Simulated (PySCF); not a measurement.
Species: C₂H₆N₂.
Atom-mapped SMILES: `[H]/[N:1]=[CH:2]/[CH2:3][NH2:4]` (hydrogens: H5 on N1; H6 on C2; H7, H8 on C3; H9, H10 on N4)

Computed, not measured: MP2 and CCSD/aug-cc-pVDZ in PySCF, restricted Hartree–Fock reference, 4 core orbitals frozen, non-relativistic, gas phase, PBE0-D3(BJ)/def2-SVP geometry.

E(HF) = -188.13099 Eh.

Problem. How large is the problem?

Solution. 146 basis functions and 32 electrons; 4 orbitals frozen, which leaves o = 12 correlated occupied and v = 130 virtual orbitals. That is o·v = 1560 singles and o·v(o·v + 1)/2 = 1217580 distinct closed-shell doubles amplitudes before symmetry; the costliest CCSD step grows as o²v⁴ = 4.1 × 10^10.

Problem. What are the MP2 and CCSD correlation energies?

Solution. MP2 -0.6402 Eh and CCSD -0.6790 Eh, which gives totals of -188.77114 and -188.80995 Eh. That is 0.770 eV for each correlated electron at CCSD (1783 kJ/mol in all, 0.360 % of the total energy); MP2 gives 94.3 % of the CCSD value.

Problem. What is the T1 diagnostic?

Solution. 0.0121, below the customary warning level of 0.02. It is the norm of the spatial-orbital singles amplitudes over the root of the number of correlated electrons, so the norm is 0.059.

Problem. How does correlation change the dipole moment?

Solution. HF gives 2.47 D and CCSD (unrelaxed density) 2.32 D, a change of -0.15 D.

Connected triples and the basis-set limit are missing.

The job also held the EOM ionisation roots. Hardware: Arm Neoverse V2, one thread, no GPU, shared host with 32 logical CPUs at a one-minute load of 16. Cost: 3.9 min of wall time, 2.5 GiB resident at most.

Conformer computed: `[H]/[N:1]=[CH:2]/[CH2:3][NH2:4]`: N1–C2–C3–N4 -1°, H–N4–C3–C2 57°, H–N4–C3–C2 -55°.

One conformer stands for the species.
